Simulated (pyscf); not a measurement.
H₂N–Mo(=O)(=O)–OH (SMILES [NH2][Mo](=[O])(=[O])[OH]) -> O=Mo(=O)=O (SMILES [O]=[Mo](=[O])=[O]) + NH₃ (SMILES N) (elimination; singlet surface; H–O, Mo–N broken, H–N formed). Optimised with ωB97X-D3(BJ)/def2-SVP in PySCF. Energies in kcal/mol from the reactant's lowest minimum found.

```tsv
level	barrier	reaction energy
ωB97X-D3(BJ)/def2-TZVP	?	+70.0
r²SCAN/def2-TZVP	41.1	+65.9
B3LYP-D3(BJ)/def2-TZVP	43.3	+66.4
PBE0-D3(BJ)/def2-TZVP	41.7	+67.5
M06-2X/def2-TZVP	44.0	+70.2
ωB97M-D3(BJ)/def2-TZVP	?	?
```

Question: What belongs in the gaps?

Answer: 
- ωB97X-D3(BJ)/def2-TZVP, barrier: 43.6
- ωB97M-D3(BJ)/def2-TZVP, barrier: 43.4
- ωB97M-D3(BJ)/def2-TZVP, reaction energy: +67.1

On the reactant side the descent ends in a point that may be a rotor saddle (no frequency run), 2.6 kcal/mol over the lowest minimum found and 41.1 kcal/mol under the saddle at ωB97X-D3(BJ)/def2-TZVP. On the product side the descent ends in an adduct with a Mo–N contact, 60.2 kcal/mol under the separated species and 33.7 kcal/mol under the saddle at ωB97X-D3(BJ)/def2-TZVP. At ωB97X-D3(BJ)/def2-TZVP, r²SCAN, B3LYP-D3(BJ), PBE0-D3(BJ), M06-2X, ωB97M-D3(BJ) the saddle lies under the separated products, which points to a path from their complex (located at ωB97X-D3(BJ) alone), and parting the products costs more than the saddle. What is counted as broken (Mo–N) persists as a longer contact in the product adduct; parting that adduct is a step of its own. At the saddle there is also a short H–Mo contact that neither side keeps. This is the saddle that the search found; another between the same sides may lie lower. Elements past Kr carry the def2 core potentials, without spin-orbit coupling.
